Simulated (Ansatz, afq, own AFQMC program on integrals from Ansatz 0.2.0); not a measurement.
**AlH4, doublet: AFQMC among the cluster methods**

```yaml
atoms:
  - { symbol: Al, position_ang: [-0.1204, 0.0003, -0.2670] }
  - { symbol: H, position_ang: [0.9024, 0.0036, 3.9934] }
  - { symbol: H, position_ang: [-0.6376, -0.0179, 3.9343] }
  - { symbol: H, position_ang: [1.4747, 2.7818, -0.3797] }
  - { symbol: H, position_ang: [1.4833, -2.7754, -0.4008] }
```

Basis 6-31G. Only valence electrons are correlated. Integrals, coupled cluster, full CI and functionals: Ansatz 0.2.0; the random walks run on the same integrals in our own AFQMC program. The CISD trial takes its coefficients from CCSD amplitudes. Released means that phaseless walkers are propagated on without the constraint, phases kept. ± is one standard error of the sampling.

Determinant: UHF, the one that the program's search chose, which needn't be the lowest solution. The geometry is a point of a scan.

Full CI on the same integrals is exact in this basis and with this determinant's frozen core.

Cautions: strong correlation (T1 0.144, weight of the determinant 0.51, largest double 0.39); unrestricted determinant spin contaminated (⟨S²⟩ 2.18 against 0.75); the released energies are still falling, so no released level is given (meV from the phaseless value at times in 1/Eh: -10 ± 7 at 0.24, -20 ± 6 at 0.51, -42 ± 5 at 0.99, -59 ± 4 at 1.62, -69 ± 7 at 2.40).

```
T1 diagnostic                               : 0.1440
weight of the determinant in the CISD state : 0.507
⟨S²⟩ of the determinant                     : 2.184
size of the correlated space                : 7 electrons in 16 orbitals
```

Reference: full CI, correlation energy -2.205 eV. The cautions show a poor starting determinant, so the rows tell how each method copes with it here, and full CI is the sure value.

```tsv
level	E − E(reference) (kJ/mol)	share of correlation (%)
HF	212.8	0.00
MP2	148.4	30.28
CCSD	5.9	97.21
CCSD(T)	2.7	98.75
CCSDT	0.1	99.93
CCSDT(Q)	0.0	99.98
CCSDTQ	0.0	100.00
ph-AFQMC/CISD	10.6 ± 0.6	95.01
```

CCSDT and higher add their correlation energy to the determinant of the CCSD(T) run, since their own runs factorise the integrals more tightly (a shift of under 2 meV).
